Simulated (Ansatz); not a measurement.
System: CHCl$_{3}$, charge 0, singlet. CHCl3 (SMILES ClC(Cl)Cl).
B3LYP-D3(BJ)/def2-TZVP minimum from Ansatz (a program for electronic structure):
```xyz
5

C     -0.0077     0.0005     0.4558
H     -0.0259     0.0016     1.5371
Cl     0.0149     1.6916    -0.0853
Cl     1.4596    -0.8576    -0.0583
Cl    -1.4702    -0.8343    -0.1077
```

Hartree-Fock and CCSD correlation energies in hartree (Ansatz). Radicals and triplets start from unrestricted determinants; spin-orbit coupling is neglected. Cores are frozen in correlated methods. No relativity.

```tsv
basis	X	E(HF)	E(corr, CCSD)
cc-pV(T+d)Z	3	-1417.00330	-0.78646
cc-pV(Q+d)Z	4	-1417.01685	-0.84940
cc-pV(5+d)Z	5	-1417.01937	withheld
```

Q: Fit E(corr) = E∞ + A/X³ to X = 3 and 4, predict X = 5, and compare with the run.

A: A = (-0.78646 - (-0.84940))/(1/27 - 1/64) = 2.9395; E∞ = -0.84940 - A/64 = -0.89533; at X = 5, E∞ + A/125 = -0.87181. The run gave -0.87028, 1.53 mEh above the prediction. The same form on X = 4 and 5 gives E∞ = -0.89219, 3.14 mEh above the first estimate.
